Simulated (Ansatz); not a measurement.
A structure relaxed at PBE0-D4/def2-TZVP, charge 0, multiplicity 2:

| atom | x (Å) | y (Å) | z (Å) |
| --- | --- | --- | --- |
| N1 | -0.8137 | -1.4789 | 0.1852 |
| Si2 | -0.3101 | 0.1974 | 0.2407 |
| N3 | 1.1339 | 0.5510 | -0.5960 |
| H4 | -1.6828 | -1.6438 | 0.6999 |
| H5 | -1.3976 | 1.0098 | -0.3737 |
| H6 | -0.0998 | 0.5526 | 1.6724 |
| H7 | 2.0217 | 0.2524 | -0.2256 |
| H8 | 1.1484 | 0.5594 | -1.6030 |

Question: Give its formula and SMILES.

Answer: H5N2Si, `[NH][SiH2]N`.

Question: Point group (tolerance 0.08 Å, 0.16 Å for H)?

Answer: Cs.

Question: Summarise the bond lengths by kind.

Answer: 2 × N–Si 1.706 to 1.751 Å; 3 × H–N 1.007 to 1.023 Å; 2 × H–Si 1.490 Å.

All numbers were calculated with Ansatz.
